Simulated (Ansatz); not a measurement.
Results of B3LYP (VWN-RPA form) (plane waves, PAW; Ansatz, a program for electronic structure) for corundum (α-Al2O3).

Numerical settings: plane-wave cutoff 460 eV, 6×6×6 k mesh, Fermi–Dirac smearing 0.01 eV, scalar-relativistic PAW data made under PBE.

The cell has the measured lattice parameters. Conventional cell: a = 4.7570 Å, b = 4.7570 Å, c = 12.9877 Å, α = 90.00°, β = 90.00°, γ = 120.00°.

```xyz
10
Lattice="-4.5418 -2.3785 0.0000 -4.5418 2.3785 0.0000 -3.2962 0.0000 -3.9269" Properties=species:S:1:pos:R:3 pbc="T T T"
Al   -10.5498     0.0000    -3.3464
Al    -4.3599     0.0000    -1.3830
Al    -1.8300     0.0000    -0.5805
Al    -8.0199     0.0000    -2.5439
O     -4.7431    -0.9217    -2.9451
O     -5.1245     1.6501    -1.7425
O     -7.6368     0.9217    -0.9817
O     -6.7726     0.7284    -3.7060
O     -7.2553    -1.6501    -2.1843
O     -5.6072    -0.7284    -0.2209
```

Problem. List the 32 lowest band energies at Γ above −25 eV (eV, relative to the valence band maximum), grouping those that round alike.

Solution. At Γ: -20.43, -18.03, -17.74 (×2), -17.42 (×2), -7.17, -6.13, -5.74 (×2), -4.59, -4.51 (×2), -3.47, -3.09, -1.48 (×2), -1.35 (×2), -0.56 (×2), -0.05 (×2), 0.00, 8.61, 11.59, 13.16, 14.09 (×2), 14.16, 14.87 (×2).

Note: the run warned that its exchange threshold was loose for the stress; cell and atoms aren't relaxed at this level (largest force component 0.03 eV/Å, pressure 3.8 GPa).
